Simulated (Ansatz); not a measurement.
Reaction (SMILES): O=C=C → [CH-]=C=O + H+
B3LYP-D3(BJ)/def2-TZVP geometries, fixed; electronic energies without zero-point terms.
Largest species:
```xyz
5

C      0.0091     0.0017    -1.2056
C     -0.0008    -0.0001     0.1027
H      0.0282     0.9401    -1.7377
H     -0.0018    -0.9351    -1.7406
O     -0.0096    -0.0018     1.2620
```

The deprotonation energy at CCSD(T) with Ansatz (a quantum-chemistry and plane-wave program), in kcal/mol, split into its Hartree-Fock and correlation parts. Cores are frozen. No added dispersion term, no relativity. Functions are those of the species that has most.

```csv
basis,X,functions,Hartree-Fock,CCSD(T)
aug-cc-pVDZ,2,87,380.49,372.38
aug-cc-pVTZ,3,184,381.88,372.82
aug-cc-pVQZ,4,332,382.15,372.65
```

Worked estimate of the basis-set limit from each neighbouring pair, with Hartree-Fock from the larger set and the correlation part extrapolated as X^-3.
Correlation parts: X = 2: -8.11, X = 3: -9.06, X = 4: -9.50.
- (2,3): (27·(-9.06) - 8·(-8.11))/19 = -9.46; with Hartree-Fock 381.88 the estimate is 372.42 kcal/mol.
- (3,4): (64·(-9.50) - 27·(-9.06))/37 = -9.82; with Hartree-Fock 382.15 the estimate is 372.33 kcal/mol.
The last two estimates differ by 0.09 kcal/mol; the largest set lies 0.32 from the last. Over the last step Hartree-Fock moves by 0.27 and the correlation part by -0.44.
